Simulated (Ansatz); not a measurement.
# BH2S2: the cost of one run

Method: UKS PBE0-D4/def2-SVP, in Ansatz 0.2.0.

## (1) The system as given

Bond lengths: S1–B2 1.860 Å, B2–S3 1.853 Å, S1–H4 1.358 Å, S3–H5 1.407 Å. Angles: S1–B2–S3 117.8°, B2–S1–H4 91.3°, B2–S3–H5 93.2°.

Coordinates:

```xyz
5

S    -1.4294   -0.0606   -0.9074
B    -0.1273    0.9333   -0.0264
S     1.6366    0.3902   -0.1964
H    -1.5909   -0.8665    0.1741
H     1.5609   -0.4701    0.9147
```

## (2) End point A

input.yaml

```yaml
crystal:
  periodic: [false, false, false]
  atoms:
    - { symbol: S, position_ang: [-1.4294, -0.0606, -0.9074] }
    - { symbol: B, position_ang: [-0.1273, 0.9333, -0.0264] }
    - { symbol: S, position_ang: [1.6366, 0.3902, -0.1964] }
    - { symbol: H, position_ang: [-1.5909, -0.8665, 0.1741] }
    - { symbol: H, position_ang: [1.5609, -0.4701, 0.9147] }
magnetization:
  spin_polarized: true
  initial_magnetization: 1
basis:
  gaussian: { orbitals: def2-SVP }
hamiltonian:
  xc: pbe0
  dispersion: d4
relax:
  f_tol: 0.02
  max_steps: 50
```

Launch:

```console
ansatz run input.yaml --threads 1 --pin off --max-ram 2048MiB --backend cpu --events-out ev --progress --plain --runs-dir out
```

**Question.** How long does this run take on 1 thread of Arm Neoverse V2, shared host, and how much memory does it need?

About 28 s, with a peak of 0.14 GiB.
